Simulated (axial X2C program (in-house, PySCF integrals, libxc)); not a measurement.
# A two-component session on SH⁻: properties at the nuclei

Wanted for SH⁻: properties at the nuclei, at the two-component level.

Computed with an in-house X2C program for linear molecules on PySCF integrals. Level: two-component X2C with atomic mean-field terms, S dyall-av3z, H dyall-av3z.

All values are calculated.

## 1. The job

task.json

```json
{"zs": [16, 1], "q": -1, "bas": ["dyall-av3z", "dyall-av3z"], "r0": 1.35, "levels": ["PBE0", "HF", "PBE50", "LDA", "BP86"], "nst": 3}
```

Keys: zs atomic numbers; q charge; bas basis sets; r0 starting distance in Å; levels methods (HF also brings MP2); nst determinants followed.

Command:

```
$ python soeom.py task.json out
```

The runs that follow: Expectation values, lowest determinant.

**Question.** What will these runs give? Wanted: lowest determinant; qzz S; qzz H.

As calculated:

```
          quantity                 value
lowest determinant  Ω = 0 (closed shell)
qzz S (a.u.), PBE0                  2.10
qzz H (a.u.), PBE0                  0.25
```

The expectation values come from single determinants, which for open shells can mix terms of unlike spin or miss the lowest Ω, so a determinant need not be a state. qzz is the electric field gradient, eQq0 = 234.96 MHz × Q/barn × qzz. The operators were transformed with the bare-nucleus X2C matrices.
